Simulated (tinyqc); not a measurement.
RKS/PBE in the sto-6g basis, for H2O, spin multiplicity 1, step by step. One step of it, computed by the program tinyqc.

Problem. Iteration 1: building the Kohn-Sham matrix. J_ij = sum D_kl (ij|kl); F = H + J + V_xc; E = tr D H + tr D J / 2 + E_xc + E_nn.

D at the start, lower triangle:
```
            1O 1s      1O 2s    1O 2px     1O 2py    1O 2pz     2H 1s     3H 1s
1O 1s    2.138372
1O 2s   -0.482736   2.096443
1O 2px   0.000000   0.000000  1.307595
1O 2py   0.000594  -0.003955  0.000000   1.185766
1O 2pz   0.012647  -0.071254  0.000000  -0.002744  1.245303
2H 1s   -0.013319   0.049856  0.000000   0.116136  0.066800  0.992946
3H 1s   -0.012984   0.050536  0.000000  -0.117608  0.067689  0.054886  0.992218
```

core Hamiltonian H = T + V (hartree), lower triangle:
```
             1O 1s      1O 2s     1O 2px     1O 2py     1O 2pz      2H 1s      3H 1s
1O 1s   -32.863717
1O 2s    -7.262871  -9.086136
1O 2px    0.000000   0.000000  -7.341381
1O 2py   -0.000781  -0.008308   0.000000  -7.446777
1O 2pz   -0.014198  -0.164983   0.000000  -0.004353  -7.402967
2H 1s    -1.229533  -2.843708   0.000000  -1.658414  -1.310440  -4.497872
3H 1s    -1.100817  -2.616068   0.000000   1.548942  -1.225548  -0.946073  -4.356554
```

Two-electron integrals (ij|kl) in chemists' order, unique and non-zero (hartree):
```
(11|11) 4.787491    (21|11) 0.675884    (21|21) 0.121505    (22|11) 1.117379
(22|21) 0.249212    (22|22) 0.817383    (31|31) 0.025762    (32|31) 0.039145
(32|32) 0.180664    (33|11) 1.117381    (33|21) 0.249212    (33|22) 0.817382
(33|33) 0.880663    (41|41) 0.025762    (42|41) 0.039145    (42|42) 0.180664
(43|43) 0.047461    (44|11) 1.117381    (44|21) 0.249212    (44|22) 0.817382
(44|33) 0.785741    (44|44) 0.880663    (51|51) 0.025762    (52|51) 0.039145
(52|52) 0.180664    (53|53) 0.047461    (54|54) 0.047461    (55|11) 1.117381
(55|21) 0.249212    (55|22) 0.817382    (55|33) 0.785741    (55|44) 0.785741
(55|55) 0.880663    (61|11) 0.120995    (61|21) 0.020858    (61|22) 0.041877
(61|33) 0.041788    (61|41) 0.000813    (61|42) 0.001592    (61|44) 0.041957
(61|51) 0.000621    (61|52) 0.001217    (61|54) 0.000129    (61|55) 0.041887
(61|61) 0.003649    (62|11) 0.307431    (62|21) 0.069592    (62|22) 0.254408
(62|33) 0.250095    (62|41) 0.004442    (62|42) 0.033425    (62|44) 0.258260
(62|51) 0.003396    (62|52) 0.025552    (62|54) 0.006241    (62|55) 0.254867
(62|61) 0.012024    (62|62) 0.100523    (63|31) 0.007555    (63|32) 0.043110
(63|43) 0.006822    (63|53) 0.005215    (63|63) 0.013844    (64|11) 0.181441
(64|21) 0.041638    (64|22) 0.162309    (64|33) 0.155112    (64|41) 0.009849
(64|42) 0.062996    (64|44) 0.173771    (64|51) 0.001754    (64|52) 0.015201
(64|54) 0.009049    (64|55) 0.158043    (64|61) 0.007506    (64|62) 0.077950
(64|64) 0.073565    (65|11) 0.138701    (65|21) 0.031829    (65|22) 0.124075
(65|33) 0.118574    (65|41) 0.001754    (65|42) 0.015201    (65|44) 0.122408
(65|51) 0.008895    (65|52) 0.054731    (65|54) 0.009753    (65|55) 0.131244
(65|61) 0.005738    (65|62) 0.059588    (65|64) 0.045654    (65|65) 0.048743
(66|11) 0.466369    (66|21) 0.107532    (66|22) 0.450907    (66|33) 0.433400
(66|41) 0.008490    (66|42) 0.088549    (66|44) 0.466549    (66|51) 0.006490
(66|52) 0.067691    (66|54) 0.025340    (66|55) 0.452771    (66|61) 0.018744
(66|62) 0.231063    (66|64) 0.204244    (66|65) 0.156132    (66|66) 0.774999
(71|11) 0.108252    (71|21) 0.018666    (71|22) 0.037491    (71|33) 0.037411
(71|41) -0.000728   (71|42) -0.001428   (71|44) 0.037562    (71|51) 0.000556
(71|52) 0.001091    (71|54) -0.000115   (71|55) 0.037499    (71|61) 0.003216
(71|62) 0.010395    (71|64) 0.005938    (71|65) 0.004965    (71|66) 0.016029
(71|71) 0.002923    (72|11) 0.281714    (72|21) 0.063802    (72|22) 0.234062
(72|33) 0.230061    (72|41) -0.004077   (72|42) -0.030986   (72|44) 0.237637
(72|51) 0.003116    (72|52) 0.023685    (72|54) -0.005791   (72|55) 0.234488
(72|61) 0.010645    (72|62) 0.073580    (72|64) 0.039642    (72|65) 0.042486
(72|66) 0.136618    (72|71) 0.009871    (72|72) 0.086045    (73|31) 0.006839
(73|32) 0.039314    (73|43) -0.006289   (73|53) 0.004807    (73|63) 0.009684
(73|73) 0.011682    (74|11) -0.168723   (74|21) -0.038729   (74|22) -0.151469
(74|33) -0.144816   (74|41) 0.008959    (74|42) 0.057886    (74|44) -0.162053
(74|51) -0.001621   (74|52) -0.014196   (74|54) 0.008369    (74|55) -0.147539
(74|61) -0.006178   (74|62) -0.040459   (74|64) -0.012712   (74|65) -0.022871
(74|66) -0.068640   (74|71) -0.006244   (74|72) -0.067664   (74|74) 0.064222
(75|11) 0.128969    (75|21) 0.029604    (75|22) 0.115781    (75|33) 0.110695
(75|41) -0.001621   (75|42) -0.014196   (75|44) 0.114257    (75|51) 0.008078
(75|52) 0.050166    (75|54) -0.009011   (75|55) 0.122391    (75|61) 0.005152
(75|62) 0.042905    (75|64) 0.022684    (75|65) 0.034030    (75|66) 0.086705
(75|71) 0.004773    (75|72) 0.051722    (75|74) -0.040161   (75|75) 0.042381
(76|11) 0.093284    (76|21) 0.021346    (76|22) 0.084945    (76|33) 0.082997
(76|41) -0.000018   (76|42) -0.000210   (76|44) 0.084624    (76|51) 0.001626
(76|52) 0.014678    (76|54) -0.000052   (76|55) 0.087214    (76|61) 0.003645
(76|62) 0.033334    (76|64) 0.022377    (76|65) 0.022261    (76|66) 0.080059
(76|71) 0.003266    (76|72) 0.031108    (76|74) -0.021374   (76|75) 0.021018
(76|76) 0.014095    (77|11) 0.448777    (77|21) 0.103519    (77|22) 0.436072
(77|33) 0.419493    (77|41) -0.007959   (77|42) -0.084397   (77|44) 0.450887
(77|51) 0.006084    (77|52) 0.064512    (77|54) -0.023997   (77|55) 0.437836
(77|61) 0.017239    (77|62) 0.143743    (77|64) 0.070987    (77|65) 0.090159
(77|66) 0.291251    (77|71) 0.016143    (77|72) 0.210586    (77|74) -0.188594
(77|75) 0.144159    (77|76) 0.080059    (77|77) 0.774999
```

nuclear repulsion = 7.75408670 hartree

V_xc (hartree), lower triangle:
```
            1O 1s      1O 2s     1O 2px     1O 2py     1O 2pz      2H 1s      3H 1s
1O 1s   -3.102325
1O 2s   -0.370564  -0.777707
1O 2px   0.000000   0.000000  -0.771967
1O 2py   0.000003  -0.000796   0.000000  -0.782711
1O 2pz   0.000321  -0.009446   0.000000  -0.000519  -0.778371
2H 1s   -0.069200  -0.238417   0.000000  -0.155866  -0.122320  -0.482890
3H 1s   -0.061913  -0.218482   0.000000   0.144320  -0.113527  -0.075743  -0.475587
```

E_xc = sum of w rho eps_xc = -9.26890042 hartree

Give: Coulomb J; Kohn-Sham matrix F; total energy of this density.

Solution.

Coulomb J (hartree), lower triangle:
```
         1O 1s  1O 2s  1O 2px  1O 2py  1O 2pz  2H 1s  3H 1s
1O 1s   17.194
1O 2s    3.033  7.961
1O 2px   0.000  0.000   7.927
1O 2py   0.000  0.004   0.000   7.990
1O 2pz   0.011  0.134   0.000   0.001   7.964
2H 1s    0.526  2.504   0.000   1.607   1.266  4.712
3H 1s    0.470  2.304   0.000  -1.499   1.181  0.855  4.588
```

Kohn-Sham matrix F (hartree), lower triangle:
```
          1O 1s   1O 2s  1O 2px  1O 2py  1O 2pz   2H 1s   3H 1s
1O 1s   -18.772
1O 2s    -4.600  -1.903
1O 2px    0.000   0.000  -0.187
1O 2py    0.000  -0.005   0.000  -0.239
1O 2pz   -0.002  -0.040   0.000  -0.004  -0.217
2H 1s    -0.773  -0.578   0.000  -0.207  -0.167  -0.269
3H 1s    -0.692  -0.530   0.000   0.194  -0.158  -0.167  -0.244
```

total energy of this density = -76.36957 hartree

This density is the starting one; it is not idempotent, so its energy is not variational and may lie below the converged one.
